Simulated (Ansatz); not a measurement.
Nb (bcc, W type): values from a third-order Birch-Murnaghan fit to a volume scan beside measured ones. Computed values: PBE (plane waves to 420 eV, PAW, scalar-relativistic; Ansatz, an electronic-structure program). Nb is run without spin polarisation. Nb was relaxed with its symmetry unable to fall. The PAW data are Ansatz's earlier set.

| quantity | reference | kind | PBE | difference |
|---|---|---|---|---|
| Lattice constant a (Å) | 3.294 | measured, corrected to the static lattice | 3.310 | +0.5 % |
| Bulk modulus B₀ (GPa) | 173.2 | measured, corrected to the static lattice | 170 | -2.0 % |

PBE overestimates the lattice constant a by 0.5 %. For the bulk modulus B₀ it lies within 5 % of the reference.

References as given in: Daniel Mejia-Rodriguez, S. B. Trickey, Physical Review B (2018), arXiv:1807.09216.

(Under strain, the slope of the energy per volume gives the stress and its curvature an elastic modulus.)
